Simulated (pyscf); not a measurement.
`[F][Ti]([Cl])([Cl])[Cl]` + `[H][H]` -> `[Cl][TiH]([Cl])[Cl]` + `[FH]`, a four-centre exchange (singlet surface; F–Ti, H–H broken, H–Ti, F–H formed). Optimised with ωB97X-D3(BJ)/def2-SVP in PySCF. Energies in eV from the separated reactants.

Small-basis levels: PySCF, no dispersion term, spherical d functions. 

Quick HF/6-31G*+LANL2DZ single points give ΔE‡ = 2.92 eV and ΔE = +1.95 eV. What does ωB97M-D3(BJ)/def2-TZVP give, and how far is the quick result from it?

ωB97M-D3(BJ)/def2-TZVP gives ΔE‡ = 1.88 eV and ΔE = +1.78 eV. HF/6-31G*+LANL2DZ lies 1.04 eV over it in the barrier and 0.17 eV over it in the reaction energy, so on this step it does not hold to within 0.13 eV. ωB97M-D3(BJ)/def2-TZVP has limits of its own. On the product side the descent ends in an adduct with a F–Ti contact, 0.17 eV under the separated species and 0.18 eV under the saddle at ωB97X-D3(BJ)/def2-TZVP. What is counted as broken (F–Ti) persists as a longer contact in the product adduct; parting that adduct is a step of its own. At the saddle there is also a short H–Ti contact that neither side keeps. One saddle was located; it need not be the lowest between these sides.
